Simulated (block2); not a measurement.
# C2H2O (oxirene): DMRG/STO-3G

What is the vertical ionisation energy of C2H2O (oxirene) at DMRG/STO-3G? 

The results are computed with block2 0.5.4.

1 further run of the same task is left out (set aside as unsound or not needed).

### 1 The molecule

The species is C2H2O (5 atoms), meant as a singlet with charge 0. SMILES: `C1=CO1`. The coordinates come from a GFN2-xTB relaxation.

Bond lengths: C1–C2 1.271 Å, C1–O3 1.465 Å, C2–O3 1.465 Å, C1–H4 1.055 Å, C2–H5 1.055 Å. Angles: C1–C2–O3 64.3°, C2–C1–O3 64.3°, C1–O3–C2 51.4°, C1–C2–H5 163.8°, O3–C2–H5 131.9°, C2–C1–H4 163.9°, O3–C1–H4 131.8°.

### 2 The energy at DMRG/STO-3G

dmrg.py reads:

```python
import numpy as np
from pyscf import cc, dft, gto, mcscf, mp, scf
from pyblock2._pyscf.ao2mo import integrals as itg
from pyblock2.driver.core import DMRGDriver, SymmetryTypes
from scipy.stats import linregress

mol = gto.M(atom="""
C
C 1 1.271364
O 2 1.464892 1 64.28586
H 1 1.05507 2 163.89403 3 179.92072
H 2 1.05508 1 163.82203 4 -0.29601
""", basis="sto-3g", verbose=4)
print("basis functions = %d" % (mol.nao))
mf = scf.RHF(mol)
mf.conv_tol = 1e-10
mf.max_cycle = 200
mf.kernel()
if not mf.converged:
    mf = mf.newton().run(mf.mo_coeff, mf.mo_occ)
print("SCF energy = %.10f" % (mf.e_tot))
# single-reference ladder for comparison
ref = mf
pt = mp.MP2(ref, frozen=3).run()
mycc = cc.CCSD(ref, frozen=3)
mycc.max_cycle = 150
mycc.kernel()
print("E(MP2) = %.10f" % (pt.e_tot))
if mycc.converged:
    print(f"CCSD total energy = {mycc.e_tot:.10f}")
    print("CCSD(T) total energy = %.10f" % (mycc.e_tot + mycc.ccsd_t()))
    print("T1 = %.4f" % (mycc.get_t1_diagnostic()))
# a few density functionals on the same geometry and basis
ks = dft.RKS(mol, xc="hse06").set(conv_tol=1e-9, verbose=3).run()
if ks.converged:
    print("E(HSE06) = %.8f" % (ks.e_tot))
ks = dft.RKS(mol, xc="pbe0").set(conv_tol=1e-9, verbose=3).run()
if ks.converged:
    print(f"E(PBE0) = {ks.e_tot:.8f}")
ks = dft.RKS(mol, xc="m062x").set(conv_tol=1e-9, verbose=3).run()
if ks.converged:
    print(f"E(M06-2X) = {ks.e_tot:.8f}")
# rotate to MP2 natural orbitals
occ_no, mo = mcscf.addons.make_natural_orbitals(mp.MP2(mf, frozen=3).run())
mf.mo_coeff = mo
ncas, n_elec, spin, ecore, h1e, g2e, orb_sym = itg.get_rhf_integrals(mf, ncore=3, ncas=14, pg_symm=False, g2e_symm=1)
driver = DMRGDriver(scratch="./tmp", symm_type=SymmetryTypes.SU2, stack_mem=1500 << 20, n_threads=1)
# orbital ordering
idx = driver.orbital_reordering(h1e, g2e, method="fiedler")
print("orbital order:", idx.tolist())
h1e = h1e[np.ix_(idx, idx)]
g2e = g2e[np.ix_(idx, idx, idx, idx)]
orb_sym = np.array(orb_sym)[idx]
driver.initialize_system(n_sites=ncas, n_elec=n_elec, spin=spin, orb_sym=orb_sym)
mpo = driver.get_qc_mpo(h1e=h1e, g2e=g2e, ecore=ecore, iprint=0)
occs = np.array([1.8] * 8 + [0.2] * 6)[idx]
ket = driver.get_random_mps(tag="GS", bond_dim=25, nroots=1, occs=occs)
bond_dims = [25] * 3 + [50] * 2 + [75] * 3 + [100] * 3
noises = [0.001] * 3 + [0.0001] * 2 + [0.0001] * 3 + [1e-05] * 3 + [0]
thrds = [1e-07] * 11
e = driver.dmrg(mpo, ket, n_sweeps=17, tol=1e-06, bond_dims=bond_dims, noises=noises, thrds=thrds, iprint=1)
ms, dws, es = driver.get_dmrg_results()
print("discarded weight = %.3e" % (dws[-1]))
print("total energy = %.10f" % (e))
dm1 = driver.get_1pdm(ket)
print("occupation numbers =", np.round(np.linalg.eigvalsh(dm1)[::-1], 5).tolist())
c_act = mf.mo_coeff[:, 3:17][:, idx]
dm_ao = c_act @ dm1 @ c_act.T + 2 * mf.mo_coeff[:, :3] @ mf.mo_coeff[:, :3].T
print("dipole moment (debye) =", np.round(scf.hf.dip_moment(mol, dm_ao, verbose=0), 4).tolist())
print("largest bipartite entropy = %.4f" % (max(driver.get_bipartite_entanglement(ket))))
# reverse schedule: lower the bond dimension without noise and extrapolate in the discarded weight
ket = driver.adjust_mps(ket, dot=2)[0]
back = [90, 75, 60, 45]
driver.dmrg(mpo, ket, n_sweeps=4 * len(back), tol=0, bond_dims=[m for m in back for _ in range(4)], noises=[0] * (4 * len(back)), thrds=[1e-9] * (4 * len(back)), iprint=1)
ms, dws, es = driver.get_dmrg_results()
ms, dws, es = ms[3::4], dws[3::4], np.array(es)[3::4, 0]
fit = linregress(dws, es)
print("M values =", np.round(ms, 1).tolist())
print("DW(M) =", np.round(dws, 12).tolist())
print("energies at each M =", np.round(es, 9).tolist())
print("extrapolated energy = %.8f" % (fit.intercept))
print("extrapolation error = %.3e" % (abs(fit.intercept - es.min()) / 5))
```

Started as:

```bash
$ python dmrg.py
```

Standard output:

```text
[INPUT] verbose = 4
[INPUT] num. atoms = 5
[INPUT] num. electrons = 22
[INPUT] charge = 0
[INPUT] spin (= nelec alpha-beta = 2S) = 0
[INPUT] symmetry False subgroup None
[INPUT] Mole.unit = angstrom
[INPUT] Symbol           X                Y                Z      unit          X                Y                Z       unit  Magmom
[INPUT]  1 C      0.000000000000   0.000000000000   0.000000000000 AA    0.000000000000   0.000000000000   0.000000000000 Bohr   0.0
[INPUT]  2 C      1.271364000000   0.000000000000   0.000000000000 AA    2.402529764632   0.000000000000   0.000000000000 Bohr   0.0
[INPUT]  3 O      0.635774538202   0.000000000000   1.319823703271 AA    1.201439754174   0.000000000000   2.494105331891 Bohr   0.0
[INPUT]  4 H     -1.013658770299   0.000404996911  -0.292691712000 AA   -1.915537459629   0.000765333244  -0.553107174609 Bohr   0.0
[INPUT]  5 H      2.284663766447  -0.001111977334  -0.293966245043 AA    4.317388805302  -0.002101332618  -0.555515692999 Bohr   0.0

nuclear repulsion = 62.2681239689907
number of shells = 11
number of NR pGTOs = 51
number of NR cGTOs = 17
basis = sto-3g
ecp = {}
CPU time:         2.21
basis functions = 17

[... 37 lines left out ...]
converged SCF energy = -149.620372985014
SCF energy = -149.6203729850
[... 22 lines left out ...]
Init t2, MP2 energy = -149.791323965423  E_corr(MP2) -0.170950980409072
[... 11 lines left out ...]
CCSD converged
[... 2 lines left out ...]
CCSD total energy = -149.8298787279
[... 1 line left out ...]
CCSD(T) total energy = -149.8326575809
[... 10 lines left out ...]
converged SCF energy = -150.319050719642
[... 10 lines left out ...]
converged SCF energy = -150.306991347382
[... 10 lines left out ...]
converged SCF energy = -150.461261691431
[... 57 lines left out ...]
discarded weight = 1.946e-05
total energy = -149.8339460418
[... 1 line left out ...]
dipole moment (debye) = [-0.0004, -0.0005, -1.3754]
[... 26 lines left out ...]
Sweep =    8 | Direction = backward | Bond dimension =   60 | Noise =  0.00e+00 | Dav threshold =  1.00e-09
Time elapsed =     31.841 | E =    -149.8336032538 | DE = 9.54e-05 | DW = 6.68213e-05

Sweep =    9 | Direction =  forward | Bond dimension =   60 | Noise =  0.00e+00 | Dav threshold =  1.00e-09
Time elapsed =     33.617 | E =    -149.8333905437 | DE = 2.13e-04 | DW = 5.52009e-05

Sweep =   10 | Direction = backward | Bond dimension =   60 | Noise =  0.00e+00 | Dav threshold =  1.00e-09
Time elapsed =     36.082 | E =    -149.8333860353 | DE = 4.51e-06 | DW = 5.03609e-05

Sweep =   11 | Direction =  forward | Bond dimension =   60 | Noise =  0.00e+00 | Dav threshold =  1.00e-09
Time elapsed =     38.699 | E =    -149.8333855769 | DE = 4.58e-07 | DW = 5.01461e-05

Sweep =   12 | Direction = backward | Bond dimension =   45 | Noise =  0.00e+00 | Dav threshold =  1.00e-09
Time elapsed =     40.899 | E =    -149.8332541057 | DE = 1.31e-04 | DW = 1.07734e-04

Sweep =   13 | Direction =  forward | Bond dimension =   45 | Noise =  0.00e+00 | Dav threshold =  1.00e-09
Time elapsed =     42.632 | E =    -149.8327182297 | DE = 5.36e-04 | DW = 8.24846e-05

Sweep =   14 | Direction = backward | Bond dimension =   45 | Noise =  0.00e+00 | Dav threshold =  1.00e-09
Time elapsed =     44.625 | E =    -149.8327081120 | DE = 1.01e-05 | DW = 6.69185e-05

Sweep =   15 | Direction =  forward | Bond dimension =   45 | Noise =  0.00e+00 | Dav threshold =  1.00e-09
Time elapsed =     46.526 | E =    -149.8327094689 | DE = -1.36e-06 | DW = 6.68911e-05

M values = [90, 75, 60, 45]
DW(M) = [2.5188413e-05, 3.5534152e-05, 5.0146092e-05, 6.6891136e-05]
energies at each M = [-149.833872077, -149.833698629, -149.833385577, -149.832709469]
extrapolated energy = -149.83464769
extrapolation error = 1.551e-04
```

It took 1.8 min on 1 thread of Intel Xeon at 2.50GHz (Skylake/Cascade Lake), shared host; peak memory 0.35 GiB.

### 3 The doublet cation: a single-point energy at DMRG/STO-3G

run_dmrg.py reads:

```python
import numpy as np
from pyscf import cc, dft, gto, mcscf, mp, scf
from pyblock2._pyscf.ao2mo import integrals as itg
from pyblock2.driver.core import DMRGDriver, SymmetryTypes

geom = """
C     -0.559110    -0.173040    -0.288060
C      0.461410     0.426100     0.176630
O      0.390690    -1.011880     0.447040
H     -1.470430    -0.398190    -0.769700
H      1.177450     1.156990     0.434080
"""
mol = gto.M(
    atom=geom,
    basis="sto-3g",
    charge=1,
    spin=1,
    verbose=3,
)
print("basis functions                = %d" % (mol.nao))
mf = scf.ROHF(mol)
mf.conv_tol = 1e-10
mf.max_cycle = 200
mf.kernel()
if not mf.converged:
    mf = mf.newton().run(mf.mo_coeff, mf.mo_occ)
print(f"reference energy               = {mf.e_tot:.10f}")
# single-reference ladder for comparison
ref = scf.UHF(mol).run(mf.make_rdm1(), conv_tol=1e-10)
pt = mp.MP2(ref, frozen=3).run()
mycc = cc.CCSD(ref, frozen=3)
mycc.max_cycle = 150
mycc.kernel()
print(f"MP2 total energy               = {pt.e_tot:.10f}")
if mycc.converged:
    print(f"CCSD total energy              = {mycc.e_tot:.10f}")
    print("CCSD(T) total energy           = %.10f" % (mycc.e_tot + mycc.ccsd_t()))
# a few density functionals on the same geometry and basis
ks = dft.UKS(mol, xc="hse06").set(conv_tol=1e-9, verbose=3).run(mf.make_rdm1())
if ks.converged:
    print(f"E(HSE06)                       = {ks.e_tot:.8f}")
ks = dft.UKS(mol, xc="pbe0").set(conv_tol=1e-9, verbose=3).run(mf.make_rdm1())
if ks.converged:
    print(f"E(PBE0)                        = {ks.e_tot:.8f}")
ks = dft.UKS(mol, xc="m062x").set(conv_tol=1e-9, verbose=3).run(mf.make_rdm1())
if ks.converged:
    print("E(M06-2X)                      = %.8f" % (ks.e_tot))
# rotate to MP2 natural orbitals
occ_no, mo = mcscf.addons.make_natural_orbitals(mp.MP2(mf.to_uhf(), frozen=3).run())
mf.mo_coeff = mo
ncas, n_elec, spin, ecore, h1e, g2e, orb_sym = itg.get_rhf_integrals(mf, ncore=3, ncas=14, pg_symm=False, g2e_symm=1)
dmrg = DMRGDriver(scratch="./tmp", symm_type=SymmetryTypes.SU2, stack_mem=1500 << 20, n_threads=1)
# order the orbitals along the chain
idx = dmrg.orbital_reordering(h1e, g2e, method="fiedler")
print("orbital order:", idx.tolist())
h1e = h1e[np.ix_(idx, idx)]
g2e = g2e[np.ix_(idx, idx, idx, idx)]
orb_sym = np.array(orb_sym)[idx]
dmrg.initialize_system(n_sites=ncas, n_elec=n_elec, spin=spin, orb_sym=orb_sym)
mpo = dmrg.get_qc_mpo(h1e=h1e, g2e=g2e, ecore=ecore, iprint=0)
occs = np.array([1.9] * 7 + [1.0] * 1 + [0.1] * 6)[idx]
psi = dmrg.get_random_mps(tag="GS", bond_dim=25, nroots=1, occs=occs)
bond_dims = [25] * 2 + [50] * 2 + [100] * 3 + [200] * 4
noises = [0.001] * 2 + [0.0001] * 2 + [0.0001] * 3 + [1e-05] * 4 + [0]
thrds = [1e-09] * 11
e = dmrg.dmrg(mpo, psi, n_sweeps=17, tol=1e-06, bond_dims=bond_dims, noises=noises, thrds=thrds, iprint=2)
ms, dws, es = dmrg.get_dmrg_results()
print("discarded weight               = %.3e" % (dws[-1]))
print("final energy                   = %.10f" % (e))
dm1 = dmrg.get_1pdm(psi)
print("NOONs                          =", np.round(np.linalg.eigvalsh(dm1)[::-1], 5).tolist())
c_act = mf.mo_coeff[:, 3:17][:, idx]
dm_ao = c_act @ dm1 @ c_act.T + 2 * mf.mo_coeff[:, :3] @ mf.mo_coeff[:, :3].T
print("dipole moment (debye)          =", np.round(scf.hf.dip_moment(mol, dm_ao, verbose=0), 4).tolist())
print(f"max block entropy              = {max(dmrg.get_bipartite_entanglement(psi)):.4f}")
```

Started as:

```bash
$ python run_dmrg.py
```

Standard output:

```text
basis functions                = 17
[... 36 lines left out ...]
 --> Site =    0-   1 .. Mmps =    3 Ndav =  21 E =   -149.3197803441 Error = 0.00e+00 FLOPS = 2.89e+07 Tdav = 0.00 T = 0.01
[... 32 lines left out ...]
 <-- Site =    1-   2 .. Mmps =   25 Ndav =   4 E =   -149.6034602509 Error = 6.80e-07 FLOPS = 2.46e+08 Tdav = 0.00 T = 0.03
[... 41 lines left out ...]
 <-- Site =    3-   4 .. Mmps =   50 Ndav =   8 E =   -149.6245422784 Error = 5.01e-05 FLOPS = 2.60e+09 Tdav = 0.05 T = 0.17
[... 41 lines left out ...]
 <-- Site =    5-   6 .. Mmps =  100 Ndav =   7 E =   -149.6305324546 Error = 5.12e-06 FLOPS = 5.81e+09 Tdav = 0.26 T = 0.74
[... 41 lines left out ...]
 <-- Site =    7-   8 .. Mmps =  200 Ndav =   8 E =   -149.6311458279 Error = 2.77e-06 FLOPS = 7.47e+09 Tdav = 0.66 T = 2.05
[... 41 lines left out ...]
 <-- Site =    9-  10 .. Mmps =  125 Ndav =   3 E =   -149.6318994693 Error = 0.00e+00 FLOPS = 4.57e+09 Tdav = 0.06 T = 0.38
[... 41 lines left out ...]
 <-- Site =   11-  12 .. Mmps =   10 Ndav =   1 E =   -149.6319204302 Error = 0.00e+00 FLOPS = 8.14e+08 Tdav = 0.00 T = 0.12
[... 27 lines left out ...]
 --> Site =    7-   8 .. Mmps =  200 Ndav =   4 E =   -149.6319610818 Error = 1.11e-05 FLOPS = 9.78e+09 Tdav = 0.63 T = 3.20
 --> Site =    8-   9 .. Mmps =  200 Ndav =   3 E =   -149.6319316227 Error = 1.71e-06 FLOPS = 8.55e+09 Tdav = 0.18 T = 0.77
 --> Site =    9-  10 .. Mmps =  164 Ndav =   2 E =   -149.6319244759 Error = 1.81e-19 FLOPS = 5.13e+09 Tdav = 0.03 T = 0.37
 --> Site =   10-  11 .. Mmps =   56 Ndav =   1 E =   -149.6319244759 Error = 7.79e-20 FLOPS = 1.89e+09 Tdav = 0.01 T = 0.18
 --> Site =   11-  12 .. Mmps =   18 Ndav =   1 E =   -149.6319244759 Error = 1.30e-20 FLOPS = 4.33e+08 Tdav = 0.00 T = 0.04
 --> Site =   12-  13 .. Mmps =    5 Ndav =   1 E =   -149.6319244759 Error = 8.63e-21 FLOPS = 2.88e+07 Tdav = 0.00 T = 0.01
[... 8 lines left out ...]
discarded weight               = 2.103e-05
final energy                   = -149.6319963796
NOONs                          = [1.99708, 1.98215, 1.97904, 1.97861, 1.95001, 1.94084, 1.9212, 1.00988, 0.07177, 0.05909, 0.05348, 0.0271, 0.01822, 0.01152]
dipole moment (debye)          = [0.0489, -0.1269, 0.0561]
max block entropy              = 0.5577
```

Run time: 1.8 min. Hardware: 1 thread of Intel Xeon at 2.50GHz (Skylake/Cascade Lake), shared host; peak memory 0.52 GiB.

### 4 Outcome

Level: DMRG/STO-3G, 3 core orbitals frozen.

| quantity | value |
| --- | --- |
| run 1, DMRG/STO-3G: total energy | -149.83395 Eh |
| run 1, DMRG/STO-3G: dipole moment (of the density that the program reports) | 1.38 D |
| run 1, DMRG/STO-3G: T1 diagnostic of the CCSD step | 0.007 |
| doublet cation: total energy | -149.63200 Eh |
| vertical ionisation energy (to the doublet cation) | 5.495 eV |

The vertical ionisation energy comes to 5.50 eV (530 kJ/mol). In a minimal basis such a difference can be off by several eV, whatever the method.
